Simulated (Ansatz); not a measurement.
Results of PBEsol-D3(BJ) (Ansatz, a program for electronic structure, PAW) for hcp Tl.

Output (set-up and result lines):

```
Relaxation: its limit of steps is 80 (relax.max_steps)
Crystal: 2 atoms, lattice volume = 56.117 Å³
Basis set: ecut = 520 eV, 1485 PW (Γ), exchange–correlation on 54×54×90 points (8 copies of the dense FFT grid, shifted against one another)
Bands: 17, of which v1, the nominal top of the filled ones, is band 13 counted from 1 (12 counted from 0)
Symmetry: 24 space group operations
Space group: P63/mmc (ITA 194), of the structure as read, at distance tolerance 3.8e-5 Å
k-points: 222 of 3240
Functional: x = pbesol(κ = 0.804, μ = 0.12345679012345678), c = pbesol(β = 0.046)
SCF iter   1: F=—  HF=-22592.143515 eV  |F-HF|=—  |Δ(HF+E_count)|=         —  Δρ=2.73e-3  dr2=4.74e-3
SCF iter   2: F=—  HF=-22592.140209 eV  |F-HF|=—  |Δ(HF+E_count)|=   3.31e-3  Δρ=1.13e-3  dr2=9.91e-4
  ...
SCF 1 converged in 6 iterations: F = -22592.139848 eV  dr2 = 6.39e-9
Crystal: 2 atoms, lattice volume = 56.117 Å³
Initial density: handed on by an earlier stage of this run
SCF 2 converged in 3 iterations: F = -22592.139931 eV  dr2 = 2.61e-9
Crystal: 2 atoms, lattice volume = 56.117 Å³
Basis set: ecut = 520 eV, 1509 PW (Γ), exchange–correlation on 54×54×90 points (8 copies of the dense FFT grid, shifted against one another)
SCF 3 converged in 3 iterations: F = -22592.139956 eV  dr2 = 1.44e-9
Crystal: 2 atoms, lattice volume = 56.117 Å³
SCF iter   4: F=—  HF=-22592.139956 eV  |F-HF|=—  |Δ(HF+E_count)|=  3.27e-11  Δρ=1.16e-7  dr2=9.03e-12
SCF iter   5: F=-22592.139956 eV  HF=-22592.139956 eV  |F-HF|=1.09e-11  |Δ(HF+E_count)|=  7.28e-12  Δρ=3.56e-8  dr2=8.53e-13
SCF 4 converged in 5 iterations: F = -22592.139956 eV  dr2 = 8.53e-13
SCF converged after 5 iterations
Free energy (F): -22592.139956 eV
Internal energy: -22592.132584 eV  (E = F + TS)
E sigma→0 (E₀):  -22592.136270 eV
Fermi energy:    10.502815 eV
--- Forces (eV/Å), atoms counted from 1 ---
  atom   1  Tl    -0.00000000    -0.00000000     0.00000000
  atom   2  Tl     0.00000000     0.00000000    -0.00000000
--- Stress (GPa, compression-positive) ---
       -1.557576      -0.000000       0.000000
       -0.000000      -1.557576       0.000000
        0.000000       0.000000      -1.557728
  P = ⅓ Tr σ = -1.5576 GPa (-15.576 kbar)
```

Write an input file that could have produced this run (the log leaves some choices open).

Several could match; the one computed here: 
Ansatz 0.2 input:
```yaml
crystal:
  lattice:
    - [1.7167456581, -2.9734907035, 0.0]
    - [1.7167456581, 2.9734907035, 0.0]
    - [0.0, 0.0, 5.4965232055]
  atoms:
    - { symbol: Tl, position: [0.3333333333, 0.6666666667, 0.25] }
    - { symbol: Tl, position: [0.6666666667, 0.3333333333, 0.75] }
basis:
  ecutwfc: 520
  ecutrho_ratio: 4
  xc_grid: 2
kpoints:
  mp_grid: { grid: [18, 18, 10] }
hamiltonian:
  xc: pbesol
  dispersion: d3bj
  pseudopotentials: { kind: paw }
scf:
  occupations: { method: fermi_dirac, width: 0.05 }
output:
  forces: true
  stress: true
  eigenvalues: true
relax:
  f_tol: 0.004
  escape_saddle: false
  max_steps: 80
  cell: { stress_tol: 0.02, fix: [volume] }
```

The cell is one volume of an energy–volume scan, off the minimum.

The PAW data were made under PBE.
